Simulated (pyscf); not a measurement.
**Multi-bond step: H₃Si–O–SiH₂–O–SiH₃ + hydrogen fluoride (HF) + hydrogen fluoride (HF) -> F–SiH₂–O–SiH₃ + silanol (HO–SiH₃) + hydrogen fluoride (HF)**

Gas phase, singlet surface, charge 0. Bonds broken: Si3–O4, H14–F15, H16–F17. Bonds formed: Si3–F15, O4–H16, H14–F17. PySCF, gas phase, ωB97X-D3(BJ)/def2-SVP geometries.

Transition state (Å):

```xyz
17

Si     0.4511     0.9398    -2.0448
O     -0.8774     1.0145    -1.0278
Si    -1.5578    -0.0528     0.0282
O     -0.6031    -0.2690     1.5314
Si    -0.9770     0.6598     2.9358
H      0.5905     2.2926    -2.6503
H      1.6832     0.6376    -1.2632
H      0.2622    -0.0594    -3.1292
H     -2.5021     0.8678     0.7599
H     -2.4480    -1.1580    -0.3861
H     -2.3216     0.2723     3.4203
H      0.0787     0.2676     3.9029
H     -0.8954     2.0995     2.5995
H      0.6936    -1.5809     0.1071
F     -0.1628    -1.3598    -0.6526
H      0.3435    -0.8673     1.4661
F      1.2798    -1.5540     1.0561
```

One imaginary mode, 600i cm⁻¹; descent along it reached the two sides named, in the forms told below.

```json
[
 {"bond": "Si3–O4", "change": "breaks", "reactant side (Å)": "1.702", "saddle": "1.794", "product side": "1.894"},
 {"bond": "H14–F15", "change": "breaks", "reactant side (Å)": "0.948", "saddle": "1.166", "product side": "1.502"},
 {"bond": "H16–F17", "change": "breaks", "reactant side (Å)": "0.963", "saddle": "1.231", "product side": "1.586"},
 {"bond": "Si3–F15", "change": "forms", "reactant side (Å)": "3.0", "saddle": "2.029", "product side": "1.782"},
 {"bond": "O4–H16", "change": "forms", "reactant side (Å)": "1.573", "saddle": "1.122", "product side": "0.999"},
 {"bond": "H14–F17", "change": "forms", "reactant side (Å)": "1.603", "saddle": "1.116", "product side": "0.965"}
]
```

Electronic energies relative to the separated reactants (kcal/mol):

```json
[
 {"level": "ωB97X-D3(BJ)/def2-TZVP", "barrier": "-0.4", "reaction energy": "-4.6", "reverse barrier": "4.2"},
 {"level": "PBE/def2-TZVP", "barrier": "-5.0", "reaction energy": "-8.6", "reverse barrier": "3.6"},
 {"level": "r²SCAN/def2-TZVP", "barrier": "-4.9", "reaction energy": "-7.6", "reverse barrier": "2.7"},
 {"level": "B3LYP-D3(BJ)/def2-TZVP", "barrier": "-0.8", "reaction energy": "-5.9", "reverse barrier": "5.1"},
 {"level": "PBE0-D3(BJ)/def2-TZVP", "barrier": "-2.8", "reaction energy": "-5.7", "reverse barrier": "2.9"},
 {"level": "M06-2X/def2-TZVP", "barrier": "-2.1", "reaction energy": "-5.8", "reverse barrier": "3.7"},
 {"level": "ωB97M-D3(BJ)/def2-TZVP", "barrier": "-0.5", "reaction energy": "-6.5", "reverse barrier": "6.0"},
 {"level": "HF/def2-TZVP", "barrier": "25.2", "reaction energy": "-8.2", "reverse barrier": "33.4"}
]
```

With ωB97M-D3(BJ)/def2-TZVP energies and thermal terms (ideal gas, 1 atm, RRHO with modes under 100 cm⁻¹ raised to 100, one conformer, R ln 2 for rigid chiral ones), in kcal/mol:

```tsv
T (K)	ΔH‡	ΔG‡	ΔH	ΔG
298	-0.6	21.8	-6.4	-8.1
600	-1.1	44.9	-7.0	-9.6
900	-0.5	67.8	-7.4	-10.8
1200	0.8	90.4	-7.7	-11.9
```

On the reactant side the descent ends in a bound adduct (not fully relaxed), 16.9 kcal/mol under the separated species and 16.4 kcal/mol under the saddle at ωB97X-D3(BJ)/def2-TZVP. On the product side the descent ends in an adduct with a O–Si contact, 0.1 kcal/mol over the separated species and 4.1 kcal/mol under the saddle at ωB97X-D3(BJ)/def2-TZVP. At ωB97X-D3(BJ), PBE, r²SCAN, B3LYP-D3(BJ), PBE0-D3(BJ), M06-2X, ωB97M-D3(BJ) the saddle lies under the separated reactants, which points to a path from their complex (located at ωB97X-D3(BJ) alone). What is counted as broken (O–Si) persists as a longer contact in the product adduct; parting that adduct is a step of its own. One saddle was located; it need not be the lowest between these sides.
